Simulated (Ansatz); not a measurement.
Input for Ansatz (development build ahead of 0.2.0):

```yaml
crystal:
  periodic: [false, false, false]
  atoms:
    - { symbol: H, position_ang: [0.0, 0.7725, -0.7828] }
    - { symbol: C, position_ang: [0.0, 0.0, 0.0] }
    - { symbol: C, position_ang: [0.0, 0.0, 1.339] }
    - { symbol: O, position_ang: [0.0, -0.206, 2.52659] }
basis:
  gaussian: { orbitals: cc-pVTZ }
magnetization:
  initial_magnetization: 1
hamiltonian:
  xc: hf
correlation:
  method: ccsd_t
  frozen_orbitals: { C: 1, H: 0, O: 1 }
```

The input is written out in the form of the current development build from the run's settings. Correlation on restricted open-shell orbitals is semicanonical, with singles.

Results

```
Converged                       : yes
Reference energy                : -151.12119 hartree
CCSD correlation energy         : -0.52768 hartree
Triples correction              : -0.02884 hartree
Total energy                    : -151.67771 hartree
Spin squared of the determinant : 0.750
```
